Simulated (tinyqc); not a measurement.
Inside a calculation (part 1 of 2). Method: RKS/BLYP in the sto-3g basis, for BH2+, spin multiplicity 1. Computed by tinyqc, a small Python program that keeps every step (integrals from PySCF). Settings: charge = 1, multiplicity = 1, basis = sto-3g, energy threshold = 1e-09, iteration cap = 50, orthogonalisation = canonical, start = core, DIIS depth = 4, method = RKS, functional = blyp, grid = [20, 50]. Command: `OMP_NUM_THREADS=1 python tinyqc.py 25606 25607 out.jsonl` (the two numbers bound the seeds that draw the settings). One thread of a shared host (Intel(R) Xeon(R) Processor @ 2.60GHz), about 0.6 s of CPU time with the checks. Later iterations appear only in the table of the cycle.

## One-electron integrals

Geometry (angstrom):
```
atom        x         y        z
B     0.00000   0.00000  0.00000
H     0.00000   1.60100  0.57100
H     0.00000  -1.60100  0.57100
```

Basis sto-3g: exponents (1/bohr^2) and contraction coefficients of normalised primitives:
```
element  l (shell)  exponent  coefficient
B            s (1)  48.79111      0.15433
B            s (1)   8.88736      0.53533
B            s (1)   2.40527      0.44463
B            s (2)   2.23696     -0.09997
B            s (2)   0.51982      0.39951
B            s (2)   0.16906      0.70012
B            p (3)   2.23696      0.15592
B            p (3)   0.51982      0.60768
B            p (3)   0.16906      0.39196
H            s (1)   3.42525      0.15433
H            s (1)   0.62391      0.53533
H            s (1)   0.16886      0.44463
```

Overlap, kinetic and nuclear-attraction integrals over the contracted functions; the nuclear repulsion is the sum of Za Zb / Rab.

nuclear repulsion = 3.2784800 hartree

overlap S:
```
          1B 1s    1B 2s   1B 2px    1B 2py   1B 2pz    2H 1s     3H 1s
1B 1s   1.00000  0.26933  0.00000   0.00000  0.00000  0.02137   0.02137
1B 2s   0.26933  1.00000  0.00000   0.00000  0.00000  0.25260   0.25260
1B 2px  0.00000  0.00000  1.00000   0.00000  0.00000  0.00000   0.00000
1B 2py  0.00000  0.00000  0.00000   1.00000  0.00000  0.28436  -0.28436
1B 2pz  0.00000  0.00000  0.00000   0.00000  1.00000  0.10142   0.10142
2H 1s   0.02137  0.25260  0.00000   0.28436  0.10142  1.00000   0.01181
3H 1s   0.02137  0.25260  0.00000  -0.28436  0.10142  0.01181   1.00000
```

kinetic energy T (hartree):
```
           1B 1s     1B 2s   1B 2px    1B 2py   1B 2pz     2H 1s     3H 1s
1B 1s   10.82630  -0.04797  0.00000   0.00000  0.00000  -0.00612  -0.00612
1B 2s   -0.04797   0.35917  0.00000   0.00000  0.00000   0.00859   0.00859
1B 2px   0.00000   0.00000  1.12388   0.00000  0.00000   0.00000   0.00000
1B 2py   0.00000   0.00000  0.00000   1.12388  0.00000   0.05409  -0.05409
1B 2pz   0.00000   0.00000  0.00000   0.00000  1.12388   0.01929   0.01929
2H 1s   -0.00612   0.00859  0.00000   0.05409  0.01929   0.76003  -0.00501
3H 1s   -0.00612   0.00859  0.00000  -0.05409  0.01929  -0.00501   0.76003
```

nuclear attraction V (hartree):
```
            1B 1s     1B 2s    1B 2px    1B 2py    1B 2pz     2H 1s     3H 1s
1B 1s   -23.77003  -3.30706   0.00000   0.00000  -0.00612  -0.26363  -0.26363
1B 2s    -3.30706  -4.39171   0.00000   0.00000  -0.06097  -0.85505  -0.85505
1B 2px    0.00000   0.00000  -4.32395   0.00000   0.00000   0.00000   0.00000
1B 2py    0.00000   0.00000   0.00000  -4.42264   0.00000  -0.89560   0.89560
1B 2pz   -0.00612  -0.06097   0.00000   0.00000  -4.33651  -0.32439  -0.32439
2H 1s    -0.26363  -0.85505   0.00000  -0.89560  -0.32439  -2.94590  -0.04133
3H 1s    -0.26363  -0.85505   0.00000   0.89560  -0.32439  -0.04133  -2.94590
```

core Hamiltonian H = T + V (hartree):
```
            1B 1s     1B 2s    1B 2px    1B 2py    1B 2pz     2H 1s     3H 1s
1B 1s   -12.94373  -3.35502   0.00000   0.00000  -0.00612  -0.26975  -0.26975
1B 2s    -3.35502  -4.03254   0.00000   0.00000  -0.06097  -0.84646  -0.84646
1B 2px    0.00000   0.00000  -3.20007   0.00000   0.00000   0.00000   0.00000
1B 2py    0.00000   0.00000   0.00000  -3.29876   0.00000  -0.84151   0.84151
1B 2pz   -0.00612  -0.06097   0.00000   0.00000  -3.21263  -0.30510  -0.30510
2H 1s    -0.26975  -0.84646   0.00000  -0.84151  -0.30510  -2.18587  -0.04635
3H 1s    -0.26975  -0.84646   0.00000   0.84151  -0.30510  -0.04635  -2.18587
```

## Two-electron integrals

Functions are numbered as in S; the eight-fold symmetry (ij|kl) = (ji|kl) = (kl|ij) leaves the list below.

Two-electron integrals (ij|kl) in chemists' order, unique and non-zero (hartree):
```
(11|11) 2.92351    (21|11) 0.51838    (21|21) 0.10926    (22|11) 0.74423
(22|21) 0.19318    (22|22) 0.54480    (31|31) 0.02026    (32|31) 0.03000
(32|32) 0.12035    (33|11) 0.74249    (33|21) 0.19324    (33|22) 0.54468
(33|33) 0.58677    (41|41) 0.02026    (42|41) 0.03000    (42|42) 0.12035
(43|43) 0.03163    (44|11) 0.74249    (44|21) 0.19324    (44|22) 0.54468
(44|33) 0.52351    (44|44) 0.58677    (51|51) 0.02026    (52|51) 0.03000
(52|52) 0.12035    (53|53) 0.03163    (54|54) 0.03163    (55|11) 0.74249
(55|21) 0.19324    (55|22) 0.54468    (55|33) 0.52351    (55|44) 0.52351
(55|55) 0.58677    (61|11) 0.04094    (61|21) 0.00860    (61|22) 0.01527
(61|33) 0.01521    (61|41) 0.00057    (61|42) 0.00105    (61|44) 0.01538
(61|51) 0.00020    (61|52) 0.00038    (61|54) 0.00006    (61|55) 0.01523
(61|61) 0.00070    (62|11) 0.12679    (62|21) 0.03358    (62|22) 0.10821
(62|33) 0.10493    (62|41) 0.00341    (62|42) 0.02313    (62|44) 0.11357
(62|51) 0.00122    (62|52) 0.00825    (62|54) 0.00308    (62|55) 0.10603
(62|61) 0.00282    (62|62) 0.03396    (63|31) 0.00291    (63|32) 0.01460
(63|43) 0.00402    (63|53) 0.00143    (63|63) 0.00311    (64|11) 0.12463
(64|21) 0.03338    (64|22) 0.11319    (64|33) 0.10754    (64|41) 0.00566
(64|42) 0.03573    (64|44) 0.12338    (64|51) 0.00098    (64|52) 0.00753
(64|54) 0.00422    (64|55) 0.10853    (64|61) 0.00289    (64|62) 0.04111
(64|64) 0.05186    (65|11) 0.04445    (65|21) 0.01191    (65|22) 0.04037
(65|33) 0.03835    (65|41) 0.00098    (65|42) 0.00753    (65|44) 0.04114
(65|51) 0.00326    (65|52) 0.01729    (65|54) 0.00501    (65|55) 0.04157
(65|61) 0.00103    (65|62) 0.01466    (65|64) 0.01739    (65|65) 0.00931
(66|11) 0.31074    (66|21) 0.08364    (66|22) 0.30547    (66|33) 0.29010
(66|41) 0.00841    (66|42) 0.07890    (66|44) 0.33061    (66|51) 0.00300
(66|52) 0.02814    (66|54) 0.01445    (66|55) 0.29525    (66|61) 0.00705
(66|62) 0.13421    (66|64) 0.17461    (66|65) 0.06228    (66|66) 0.77461
(71|11) 0.04094    (71|21) 0.00860    (71|22) 0.01527    (71|33) 0.01521
(71|41) -0.00057   (71|42) -0.00105   (71|44) 0.01538    (71|51) 0.00020
(71|52) 0.00038    (71|54) -0.00006   (71|55) 0.01523    (71|61) 0.00066
(71|62) 0.00255    (71|64) 0.00246    (71|65) 0.00094    (71|66) 0.00636
(71|71) 0.00070    (72|11) 0.12679    (72|21) 0.03358    (72|22) 0.10821
(72|33) 0.10493    (72|41) -0.00341   (72|42) -0.02313   (72|44) 0.11357
(72|51) 0.00122    (72|52) 0.00825    (72|54) -0.00308   (72|55) 0.10603
(72|61) 0.00255    (72|62) 0.01868    (72|64) 0.01795    (72|65) 0.00795
(72|66) 0.05372    (72|71) 0.00282    (72|72) 0.03396    (73|31) 0.00291
(73|32) 0.01460    (73|43) -0.00402   (73|53) 0.00143    (73|63) 0.00142
(73|73) 0.00311    (74|11) -0.12463   (74|21) -0.03338   (74|22) -0.11319
(74|33) -0.10754   (74|41) 0.00566    (74|42) 0.03573    (74|44) -0.12338
(74|51) -0.00098   (74|52) -0.00753   (74|54) 0.00422    (74|55) -0.10853
(74|61) -0.00246   (74|62) -0.01795   (74|64) -0.01655   (74|65) -0.00754
(74|66) -0.05212   (74|71) -0.00289   (74|72) -0.04111   (74|74) 0.05186
(75|11) 0.04445    (75|21) 0.01191    (75|22) 0.04037    (75|33) 0.03835
(75|41) -0.00098   (75|42) -0.00753   (75|44) 0.04114    (75|51) 0.00326
(75|52) 0.01729    (75|54) -0.00501   (75|55) 0.04157    (75|61) 0.00094
(75|62) 0.00795    (75|64) 0.00754    (75|65) 0.00473    (75|66) 0.02347
(75|71) 0.00103    (75|72) 0.01466    (75|74) -0.01739   (75|75) 0.00931
(76|11) 0.00649    (76|21) 0.00171    (76|22) 0.00537    (76|33) 0.00526
(76|44) 0.00540    (76|51) 0.00012    (76|52) 0.00079    (76|55) 0.00544
(76|61) 0.00014    (76|62) 0.00124    (76|64) 0.00133    (76|65) 0.00060
(76|66) 0.00400    (76|71) 0.00014    (76|72) 0.00124    (76|74) -0.00133
(76|75) 0.00060    (76|76) 0.00006    (77|11) 0.31074    (77|21) 0.08364
(77|22) 0.30547    (77|33) 0.29010    (77|41) -0.00841   (77|42) -0.07890
(77|44) 0.33061    (77|51) 0.00300    (77|52) 0.02814    (77|54) -0.01445
(77|55) 0.29525    (77|61) 0.00636    (77|62) 0.05372    (77|64) 0.05212
(77|65) 0.02347    (77|66) 0.16526    (77|71) 0.00705    (77|72) 0.13421
(77|74) -0.17461   (77|75) 0.06228    (77|76) 0.00400    (77|77) 0.77461
```

## Orthogonalisation

S = U s U^T; canonical form X = U s^(-1/2), so that X^T S X = 1. Each column of U has its largest component positive (the first on a tie).

eigenvalues of S: 0.55539  0.59191  0.90338  1.00000  1.07224  1.39628  1.48080

X:
```
               1         2         3        4         5         6        7
1B 1s   -0.51315   0.00000   0.65884  0.00000  -0.52128   0.00000  0.33909
1B 2s    0.93418   0.00000  -0.18627  0.00000  -0.17985   0.00000  0.55083
1B 2px   0.00000   0.00000   0.00000  1.00000   0.00000   0.00000  0.00000
1B 2py   0.00000   0.91232   0.00000  0.00000   0.00000   0.60279  0.00000
1B 2pz   0.25027   0.00000   0.66255  0.00000   0.70806   0.00000  0.14489
2H 1s   -0.54858  -0.65465  -0.31561  0.00000   0.25219   0.42002  0.34346
3H 1s   -0.54858   0.65465  -0.31561  0.00000   0.25219  -0.42002  0.34346
```

## Starting guess

The start is the orbitals of the core Hamiltonian; D = 2 C_occ C_occ^T.

D at the start:
```
           1B 1s     1B 2s   1B 2px    1B 2py    1B 2pz     2H 1s     3H 1s
1B 1s    2.15215  -0.56809  0.00000   0.00000  -0.15473   0.04233   0.04233
1B 2s   -0.56809   2.11568  0.00000   0.00000   0.61092  -0.14327  -0.14327
1B 2px   0.00000   0.00000  0.00000   0.00000   0.00000   0.00000   0.00000
1B 2py   0.00000   0.00000  0.00000   2.18781   0.00000  -0.19546   0.19546
1B 2pz  -0.15473   0.61092  0.00000   0.00000   0.17645  -0.04135  -0.04135
2H 1s    0.04233  -0.14327  0.00000  -0.19546  -0.04135   0.02717  -0.00775
3H 1s    0.04233  -0.14327  0.00000   0.19546  -0.04135  -0.00775   0.02717
```

## Iteration 1: exchange-correlation on the grid

Becke grid with 20 radial and 50 angular points per atom, points of zero weight dropped. rho = sum D_ij phi_i phi_j; V_xc,ij = sum w v_xc phi_i phi_j plus the gradient terms; v_xc is d(rho eps)/d rho at fixed gradient.

The 12 grid points with the largest w rho, of 2996 (bohr, atomic units):
```
x                y         z        w      rho  |grad rho|^2    eps_xc      v_xc
0.00000   -1.06742   1.06742  0.27031  0.13455       0.05402  -0.43606  -0.52765
0.00000    1.06742   1.06742  0.27031  0.13455       0.05402  -0.43606  -0.52765
-0.45515  -1.36544   0.45515  0.23555  0.15242       0.06854  -0.45214  -0.54993
0.45515    1.36544   0.45515  0.23555  0.15242       0.06854  -0.45214  -0.54993
0.45515   -1.36544   0.45515  0.23555  0.15242       0.06854  -0.45214  -0.54993
-0.45515   1.36544   0.45515  0.23555  0.15242       0.06854  -0.45214  -0.54993
0.45515    1.36544  -0.45515  0.25022  0.13226       0.05107  -0.43347  -0.52491
-0.45515  -1.36544  -0.45515  0.25022  0.13226       0.05107  -0.43347  -0.52491
-0.45515   1.36544  -0.45515  0.25022  0.13226       0.05107  -0.43347  -0.52491
0.45515   -1.36544  -0.45515  0.25022  0.13226       0.05107  -0.43347  -0.52491
-0.33522  -1.00566   0.33522  0.11080  0.27070       0.12092  -0.52884  -0.67104
0.33522    1.00566   0.33522  0.11080  0.27070       0.12092  -0.52884  -0.67104
```

electrons on the grid, sum of w rho = 6.00049

E_xc = sum of w rho eps_xc = -4.6243653 hartree

V_xc (hartree):
```
           1B 1s     1B 2s    1B 2px    1B 2py    1B 2pz     2H 1s     3H 1s
1B 1s   -1.91981  -0.29571   0.00000   0.00000  -0.00683  -0.02386  -0.02386
1B 2s   -0.29571  -0.45691   0.00000   0.00000  -0.04664  -0.08424  -0.08424
1B 2px   0.00000   0.00000  -0.42110   0.00000   0.00000   0.00000   0.00000
1B 2py   0.00000   0.00000   0.00000  -0.51512   0.00000  -0.08678   0.08678
1B 2pz  -0.00683  -0.04664   0.00000   0.00000  -0.42336  -0.03243  -0.03243
2H 1s   -0.02386  -0.08424   0.00000  -0.08678  -0.03243  -0.18693  -0.00428
3H 1s   -0.02386  -0.08424   0.00000   0.08678  -0.03243  -0.00428  -0.18693
```

## Iteration 1: building the Kohn-Sham matrix

J_ij = sum D_kl (ij|kl); F = H + J + V_xc; E = tr D H + tr D J / 2 + E_xc + E_nn.

Coulomb J (hartree):
```
          1B 1s    1B 2s   1B 2px    1B 2py   1B 2pz    2H 1s     3H 1s
1B 1s   8.87911  1.81571  0.00000   0.00000  0.02857  0.14406   0.14406
1B 2s   1.81571  3.68452  0.00000   0.00000  0.12586  0.70604   0.70604
1B 2px  0.00000  0.00000  3.63619   0.00000  0.00000  0.00000   0.00000
1B 2py  0.00000  0.00000  0.00000   3.75902  0.00000  0.72862  -0.72862
1B 2pz  0.02857  0.12586  0.00000   0.00000  3.64570  0.27010   0.27010
2H 1s   0.14406  0.70604  0.00000   0.72862  0.27010  1.90591   0.03550
3H 1s   0.14406  0.70604  0.00000  -0.72862  0.27010  0.03550   1.90591
```

Kohn-Sham matrix F (hartree):
```
           1B 1s     1B 2s   1B 2px    1B 2py    1B 2pz     2H 1s     3H 1s
1B 1s   -5.98443  -1.83502  0.00000   0.00000   0.01563  -0.14955  -0.14955
1B 2s   -1.83502  -0.80493  0.00000   0.00000   0.01825  -0.22465  -0.22465
1B 2px   0.00000   0.00000  0.01501   0.00000   0.00000   0.00000   0.00000
1B 2py   0.00000   0.00000  0.00000  -0.05485   0.00000  -0.19967   0.19967
1B 2pz   0.01563   0.01825  0.00000   0.00000   0.00971  -0.06743  -0.06743
2H 1s   -0.14955  -0.22465  0.00000  -0.19967  -0.06743  -0.46689  -0.01512
3H 1s   -0.14955  -0.22465  0.00000   0.19967  -0.06743  -0.01512  -0.46689
```

total energy of this density = -24.2680462 hartree

## Iteration 1: diagonalisation and new density

Diagonalise F' = X^T F X, C = X C', fill 3 alpha and 3 beta electrons from the bottom; D = 2 C_occ C_occ^T. Each column has its largest component positive (the first on a tie).

F' = X^T F X (hartree):
```
          1        2         3        4         5         6         7
1  -0.47481  0.00000   0.90679  0.00000  -0.75583   0.00000   0.85074
2   0.00000  0.04413   0.00000  0.00000   0.00000   0.22284   0.00000
3   0.90679  0.00000  -2.12985  0.00000   2.05047   0.00000  -1.64112
4   0.00000  0.00000   0.00000  0.01501   0.00000   0.00000   0.00000
5  -0.75583  0.00000   2.05047  0.00000  -1.99767   0.00000   1.65865
6   0.00000  0.22284   0.00000  0.00000   0.00000  -0.38155   0.00000
7   0.85074  0.00000  -1.64112  0.00000   1.65865   0.00000  -1.97996
```

orbital energies (hartree): MO1 -5.99427, MO2 -0.49808, MO3 -0.47686, MO4 -0.14859, MO5 0.01501, MO6 0.05867, MO7 0.13945

coefficients C:
```
             MO1       MO2       MO3       MO4      MO5       MO6       MO7
1B 1s    0.98725  -0.12377   0.00000  -0.28707  0.00000  -0.10818   0.00000
1B 2s    0.04520   0.30157   0.00000   0.99234  0.00000   0.40672   0.00000
1B 2px   0.00000   0.00000   0.00000   0.00000  1.00000   0.00000   0.00000
1B 2py   0.00000   0.00000   0.19545   0.00000  0.00000   0.00000   1.07586
1B 2pz  -0.00154   0.03294   0.00000  -0.33738  0.00000   0.95343   0.00000
2H 1s   -0.00650   0.59991   0.64362  -0.37991  0.00000  -0.27901  -0.43673
3H 1s   -0.00650   0.59991  -0.64362  -0.37991  0.00000  -0.27901   0.43673
```

D after iteration 1:
```
           1B 1s    1B 2s   1B 2px    1B 2py    1B 2pz     2H 1s     3H 1s
1B 1s    1.97998  0.01460  0.00000   0.00000  -0.01119  -0.16135  -0.16135
1B 2s    0.01460  0.18597  0.00000   0.00000   0.01973   0.36124   0.36124
1B 2px   0.00000  0.00000  0.00000   0.00000   0.00000   0.00000   0.00000
1B 2py   0.00000  0.00000  0.00000   0.07640   0.00000   0.25159  -0.25159
1B 2pz  -0.01119  0.01973  0.00000   0.00000   0.00217   0.03954   0.03954
2H 1s   -0.16135  0.36124  0.00000   0.25159   0.03954   1.54838  -0.10863
3H 1s   -0.16135  0.36124  0.00000  -0.25159   0.03954  -0.10863   1.54838
```

## Iteration 2: exchange-correlation on the grid

As before.

The 12 grid points with the largest w rho, of 2996 (bohr, atomic units):
```
x                y         z        w      rho  |grad rho|^2    eps_xc      v_xc
0.60275    1.80825   0.60275  0.31811  0.04887       0.00555  -0.32107  -0.37993
-0.60275   1.80825   0.60275  0.31811  0.04887       0.00555  -0.32107  -0.37993
-0.60275  -1.80825   0.60275  0.31811  0.04887       0.00555  -0.32107  -0.37993
0.60275   -1.80825   0.60275  0.31811  0.04887       0.00555  -0.32107  -0.37993
0.00000   -0.25171  -0.25171  0.00583  2.37799     456.91718  -1.22095  -1.26550
0.00000    0.25171  -0.25171  0.00583  2.37799     456.91718  -1.22095  -1.26550
-0.25171   0.25171   0.00000  0.00583  2.37428     455.93444  -1.22060  -1.26484
0.25171    0.25171   0.00000  0.00583  2.37428     455.93444  -1.22060  -1.26484
-0.25171  -0.25171   0.00000  0.00583  2.37428     455.93444  -1.22060  -1.26484
0.25171   -0.25171   0.00000  0.00583  2.37428     455.93444  -1.22060  -1.26484
-0.25171   0.00000  -0.25171  0.00583  2.37363     457.68438  -1.22110  -1.26464
0.25171    0.00000  -0.25171  0.00583  2.37363     457.68438  -1.22110  -1.26464
```

electrons on the grid, sum of w rho = 5.99836

E_xc = sum of w rho eps_xc = -4.3773666 hartree

V_xc (hartree):
```
           1B 1s     1B 2s    1B 2px    1B 2py    1B 2pz     2H 1s     3H 1s
1B 1s   -1.87902  -0.27281   0.00000   0.00000  -0.00072  -0.02171  -0.02171
1B 2s   -0.27281  -0.30967   0.00000   0.00000  -0.02193  -0.08865  -0.08865
1B 2px   0.00000   0.00000  -0.28280   0.00000   0.00000   0.00000   0.00000
1B 2py   0.00000   0.00000   0.00000  -0.35032   0.00000  -0.10835   0.10835
1B 2pz  -0.00072  -0.02193   0.00000   0.00000  -0.28895  -0.03908  -0.03908
2H 1s   -0.02171  -0.08865   0.00000  -0.10835  -0.03908  -0.49686  -0.00348
3H 1s   -0.02171  -0.08865   0.00000   0.10835  -0.03908  -0.00348  -0.49686
```

## Iteration 2: building the Kohn-Sham matrix

As before.

Coulomb J (hartree):
```
          1B 1s    1B 2s   1B 2px    1B 2py   1B 2pz    2H 1s     3H 1s
1B 1s   7.25050  1.41777  0.00000   0.00000  0.01312  0.11239   0.11239
1B 2s   1.41777  2.83494  0.00000   0.00000  0.11304  0.63988   0.63988
1B 2px  0.00000  0.00000  2.77150   0.00000  0.00000  0.00000   0.00000
1B 2py  0.00000  0.00000  0.00000   2.93053  0.00000  0.70685  -0.70685
1B 2pz  0.01312  0.11304  0.00000   0.00000  2.79064  0.26170   0.26170
2H 1s   0.11239  0.63988  0.00000   0.70685  0.26170  2.40817   0.02986
3H 1s   0.11239  0.63988  0.00000  -0.70685  0.26170  0.02986   2.40817
```

Kohn-Sham matrix F (hartree):
```
           1B 1s     1B 2s    1B 2px    1B 2py    1B 2pz     2H 1s     3H 1s
1B 1s   -7.57226  -2.21007   0.00000   0.00000   0.00627  -0.17907  -0.17907
1B 2s   -2.21007  -1.50727   0.00000   0.00000   0.03014  -0.29522  -0.29522
1B 2px   0.00000   0.00000  -0.71137   0.00000   0.00000   0.00000   0.00000
1B 2py   0.00000   0.00000   0.00000  -0.71855   0.00000  -0.24301   0.24301
1B 2pz   0.00627   0.03014   0.00000   0.00000  -0.71094  -0.08248  -0.08248
2H 1s   -0.17907  -0.29522   0.00000  -0.24301  -0.08248  -0.27456  -0.01996
3H 1s   -0.17907  -0.29522   0.00000   0.24301  -0.08248  -0.01996  -0.27456
```

total energy of this density = -24.4324059 hartree
